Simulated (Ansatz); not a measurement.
in.yaml

```yaml
crystal:
  periodic: [false, false, false]
  atoms:
    - {symbol: Sn, position_ang: [-0.000387, -0.021315, 0.000542]}
    - {symbol: H, position_ang: [-0.001220, 1.225520, -1.298705]}
    - {symbol: H, position_ang: [0.046744, 1.284824, 1.234875]}
basis:
  gaussian: {orbitals: def2-SVPD}
total_charge: -1
magnetization: {spin_polarized: false, initial_magnetization: 1}
correlation: {method: ccsdt_q, electrons: outside_noble_gas}
```

```sh
$ ansatz run in.yaml --threads 1 --pin off --events-out ev --progress --plain --max-ram 2393MiB
```

Log:

```
999 factors; integrals over basis functions are off by at most 2.3e-7 eV
mean field evaluation 1: about -5836.0335 eV, gradient 9.1e0 eV
mean field evaluation 2: about -5836.0407 eV, gradient 9.1e0 eV
mean field evaluation 4: about -5836.4644 eV, gradient 8.7e-1 eV
mean field evaluation 8: about -5836.4715 eV, gradient 1.8e-1 eV
mean field evaluation 16: about -5836.4642 eV, gradient 9.1e-1 eV
mean field evaluation 32: about -5834.1274 eV, gradient 5.0e-3 eV
mean field evaluation 64: about -5833.4966 eV, gradient 1.2e-3 eV
mean field -5836.47201550 eV, -214.4863904669 hartree, gradient 4.0e-6 eV, S^2 0.750000; 2 other end points of the search recorded, 0 dependent functions left out
determinant -5836.47201550 eV, -214.4863904669 hartree, with singles and doubles -5839.68134901 eV, -214.6043312980 hartree
determinant -5834.12741267 eV, -214.4002279020 hartree, with singles and doubles -5837.32476262 eV, -214.5177283455 hartree
determinant -5833.79165953 eV, -214.3878892017 hartree, with singles and doubles -5837.18693351 eV, -214.5126632190 hartree
9 core orbitals not correlated: weight in the atoms' cores, before any rotation towards them, 0.999 or more for the frozen orbitals, at most 0.001 for the correlated occupied ones
reference -5836.47201550 eV, -214.4863904669 hartree; 4, 3 occupied and 35, 36 virtual orbitals, 999 factors
second order -2.47100560 eV of doubles, -0.05079277 eV of singles
cycle   1  -3.00161185 eV  change   -4.8e-1 eV  update   6.8e-2
cycle   2  -3.27022248 eV  change   -2.7e-1 eV  update   2.9e-2
cycle   3  -3.29147574 eV  change   -2.1e-2 eV  update   9.9e-3
cycle   4  -3.29539958 eV  change   -3.9e-3 eV  update   4.7e-3
cycle   5  -3.29525287 eV  change    1.5e-4 eV  update   1.5e-3
cycle   6  -3.29426428 eV  change    9.9e-4 eV  update   6.5e-4
cycle   7  -3.29444837 eV  change   -1.8e-4 eV  update   2.7e-4
cycle   8  -3.29468907 eV  change   -2.4e-4 eV  update   1.3e-4
cycle   9  -3.29462276 eV  change    6.6e-5 eV  update   5.6e-5
cycle  10  -3.29460249 eV  change    2.0e-5 eV  update   2.1e-5
cycle  11  -3.29461483 eV  change   -1.2e-5 eV  update   8.9e-6
cycle  12  -3.29461714 eV  change   -2.3e-6 eV  update   4.1e-6
cycle  13  -3.29461828 eV  change   -1.1e-6 eV  update   2.1e-6
cycle  14  -3.29461531 eV  change    3.0e-6 eV  update   1.0e-6
cycle  15  -3.29461517 eV  change    1.4e-7 eV  update   4.1e-7
perturbative correction -0.00307542 eV, -0.0001130198 hartree
Total energy: -5839.76970610 eV, -214.6075783610 hartree
```

Ran on 1 thread of Arm Neoverse V1, shared host: 14 s wall, 0.26 GiB peak host memory.
